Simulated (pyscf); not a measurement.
Thermochemistry of product channels of `[F][Ge]([F])[F]` [doublet] + `[NH3]` on the doublet surface, in kcal/mol, from ωB97M-D3(BJ)/def2-TZVP energies (ideal gas, 1 atm, RRHO with modes under 100 cm⁻¹ raised to 100, one conformer, R ln 2 for chiral ones without a mode under 150 cm⁻¹). Single points on ωB97X-D3(BJ)/def2-SVP structures (PySCF, gas phase).

```tsv
products	ΔE	ΔH(298 K)	ΔG(298 K)	ΔG(900 K)
`[NH][Ge]([F])([F])[F]` [doublet] + `[H][H]`	(withheld)	+23.9	+25.1	+25.2
`[F][GeH]([F])[F]` + `[NH2]` [doublet]	(withheld)	+20.9	+21.1	+21.0
`[NH2][Ge]([F])([F])[F]` + `[H]` [doublet]	(withheld)	+14.4	+16.9	+19.9
```

Task: Some entries are withheld; supply them.

Result: 
- `[NH][Ge]([F])([F])[F]` [doublet] + `[H][H]`, ΔE: +30.2
- `[F][GeH]([F])[F]` + `[NH2]` [doublet], ΔE: +24.8
- `[NH2][Ge]([F])([F])[F]` + `[H]` [doublet], ΔE: +19.0

These are energies of the channels, which say nothing of barriers. Elements up to Kr have no core potential and no relativistic terms here.
